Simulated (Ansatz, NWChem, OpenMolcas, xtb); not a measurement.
Ligand exchange: AlCl + IF → AlI + ClF

Gas-phase species: AlCl (aluminium monochloride), singlet; IF (iodine monofluoride), singlet; AlI (iodoaluminum), singlet; ClF, singlet. The partners trade Cl for I: Al–Cl and F–I bonds give way to Al–I and F–Cl.

Shapes, held fixed at every level: measured bond length; ClF from PBE0-D4/def2-TZVP. Programs: Ansatz 0.2.0, NWChem 7.3.0, OpenMolcas 26.06, xtb 6.7.1. Electronic energies: no zero-point or thermal term.

```csv
level,kind,ΔE (kJ/mol)
GFN1-xTB,semi-empirical,+114.6
HF/3-21G,Hartree–Fock,+165.5
HF/def2-SVP,Hartree–Fock,+147.9
PBE/STO-3G,GGA,+110.2
B3LYP/STO-3G,global hybrid,+121.1
PBE0/STO-3G,global hybrid,+110.2
BCCD(T)/STO-3G,coupled cluster or CI,+112.2
CCSD/STO-3G,coupled cluster or CI,+111.9
PBE0/def2-SVP,global hybrid,+134.5
```

PBE0/def2-SVP gives ΔE = +134.5 kJ/mol; the levels span +110.2 to +165.5. The median of the levels is +114.6. No measured value is set beside it here. For atoms past krypton def2 sets carry core potentials with scalar relativity. All-electron rows are non-relativistic unless named. Outer-core shells of I are correlated, in sets that cover them unevenly. Rows in sets without polarisation functions are far from converged.
